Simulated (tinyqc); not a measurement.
The basis set: RHF and MP2 along a ladder of basis sets, for BH3, spin multiplicity 1. Computed by the program tinyqc with PySCF. Same geometry throughout; the dipole is taken about the origin.

Geometry (angstrom):
```
atom,x,y,z
B,0.0000,0.0000,0.0040
H,1.1170,0.0000,0.0000
H,-0.5580,0.9670,0.0000
H,-0.5580,-0.9670,0.0000
```

RHF and frozen-core MP2 in a ladder of bases:
```
basis,functions,E(RHF) (hartree),E(MP2 corr) (hartree),HOMO (eV),LUMO (eV),dipole (debye)
sto-3g,8,-26.066767,-0.032416,-13.1731,6.3835,0.0129
6-31g,15,-26.368933,-0.052804,-13.8284,2.4517,0.0118
6-31g**,29,-26.384327,-0.093235,-13.8400,2.5287,0.0117
cc-pvdz,29,-26.379878,-0.090930,-13.8433,1.9982,0.0107
aug-cc-pvdz,50,-26.380949,-0.094459,-13.8706,0.9203,0.0103
cc-pvtz,72,-26.392164,-0.113668,-13.9182,1.7134,0.0105
```

Estimate the missing row, basis = 3-21g.

Computed row:
```
basis  functions  E(RHF) (hartree)  E(MP2 corr) (hartree)  HOMO (eV)  LUMO (eV)  dipole (debye)
3-21g         15        -26.228942              -0.053262   -13.9246     2.2152          0.0122
```

From cc-pVDZ to cc-pVTZ the RHF energy falls by 12.3 mhartree and the correlation energy by 22.7. If valence correlation converges as X^-3, (27 E(T) - 8 E(D))/19 gives -0.1232 hartree, a rough estimate from such small X that usually falls short; STO-3G holds about 26 % of it. Beyond STO-3G the LUMO moves by 1.6 eV and the HOMO by 0.1 eV.
